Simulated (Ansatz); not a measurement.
How far each method lies from full CI for PH₄⁺, singlet

Geometry: displaced at random from a stationary point.

```xyz
5

P     0.0106    0.0056    0.0013
H     0.6529    0.8242    0.8214
H    -0.8887   -0.8247    0.8135
H    -0.8009    0.7333   -0.7897
H     0.7125   -0.9040   -0.8847
```

Basis 6-31G; Ansatz 0.2.0. Correlated methods freeze the noble-gas cores, which leaves 8 electrons in 16 orbitals. R marks a restricted (for open shells ROHF) determinant. Active spaces: valence = (8e, 8o) chosen from the atoms' valence shells.

Full CI is exact within this basis and frozen core; it isn't the basis-set limit.

The UHF ⟨S²⟩ is 0.000, the T1 diagnostic (RCCSD) is 0.0041 and the largest doubles amplitude (RCCSD) is 0.048.

```
                   level  E − E(full CI) (kcal/mol)  share of correlation (%)  wall time
                     RHF                      58.16                      0.00          –
                    RMP2                      15.78                     72.86          –
                    CISD                       2.80                     95.19     0.31 s
                   RCCSD                       0.65                     98.88          –
                RCCSD(T)                       0.16                     99.72     0.24 s
                 BCCD(T)                       0.16                     99.73      0.4 s
                  RCCSDT                       0.02                     99.96          –
                  CISDTQ                       0.06                     99.90     0.98 s
               RCCSDT(Q)                       0.00                    100.00     0.64 s
                 RCCSDTQ                       0.00                    100.00      3.1 s
  CASSCF (valence space)                      12.39                     78.69          –
  NEVPT2 (valence space)                       2.98                     94.87      2.8 s
  MRCISD (valence space)                       0.29                     99.50          –
MRCISD+Q (valence space)                       0.16                     99.72      3.2 s
```

The correlation energy at full CI, counted from RHF, is -2.522 eV. That run took 18 s on 1 thread of Arm Neoverse V1, shared host over 3,312,400 determinants.

Times hold each run's SCF and search for its determinant on a shared host, so for small cases they say little of a method's own cost; they ran on 1 thread of Arm Neoverse V1.

The full-CI state has the irrep A of C1, in the program's axes.

Natural occupations of full CI about the gap: 1.983 1.969 1.964 1.960 0.032 0.032 0.024 0.021 0.004 0.004; effectively unpaired electrons, Σ n²(2−n)², 0.03.
